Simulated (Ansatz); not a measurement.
A nudged elastic band was laid between two geometries of AlH$_{3}$O$_{2}$ (6 atoms, charge 0, multiplicity 1).

The calculation used UKS PBE-D4/def2-SVP (Ansatz 0.2.0).

| Item | Value |
| --- | --- |
| movable images | 5 |
| climbing image | yes |
| spring | 20.0 eV/Å² |
| optimiser | quadratic models (default) |
| start path | through a guess of the saddle point |
| force threshold | 0.05 eV/Å |
| iteration limit | 60 |
| end points | relaxed |

First end point:

```xyz
6
Properties=species:S:1:pos:R:3
Al -0.463 0.329 -0.100
O 0.844 1.052 0.744
O -0.514 -1.287 -0.673
H 0.176 -1.961 -0.587
H -1.728 1.230 -0.373
H 1.685 0.637 0.989
```

Last end point:

```xyz
6
Properties=species:S:1:pos:R:3
Al -0.361 0.215 -0.092
O 1.133 0.528 0.697
O -0.627 -1.346 -0.745
H 0.029 -2.058 -0.688
H -1.527 1.276 -0.265
H 1.353 1.385 1.092
```

**Question.** What changes between the two ends?

**Answer.** No bond is made or broken.

**Question.** Give the energies along the band, and the barrier.

**Answer.** It converged. The highest image is number 3 of 0 to 6, 0.086 eV above the first end and 0.104 eV above the last; the last end lies 0.018 eV below the first. Another band between the same ends (5 images) ends at a top of the same energy, where a vibrational analysis finds 1 clearly imaginary mode.

| image | path coordinate (Å) | energy (eV) |
| --- | --- | --- |
| 0 | 0.00 | 0.000 |
| 1 | 0.23 | 0.018 |
| 2 | 0.46 | 0.061 |
| 3 | 0.69 | 0.086 |
| 4 | 0.94 | 0.057 |
| 5 | 1.19 | 0.004 |
| 6 | 1.45 | -0.018 |

**Question.** What is the geometry of the highest image?

**Answer.** 
```xyz
6
Properties=species:S:1:pos:R:3:forces:R:3
Al -0.459 0.239 -0.044 0.00 0.00 0.01
O 0.832 0.692 0.975 0.00 0.00 -0.02
O -0.508 -1.279 -0.843 0.00 0.01 0.00
H 0.195 -1.942 -0.752 0.00 0.00 0.00
H -1.741 1.148 -0.228 0.00 0.00 0.00
H 1.680 1.142 0.892 0.00 0.00 0.01
```

The run took 11 min on 2 threads of Intel(R) Xeon(R) Processor @ 2.50GHz (Skylake/Cascade Lake) (shared host), peak memory 0.13 GiB.
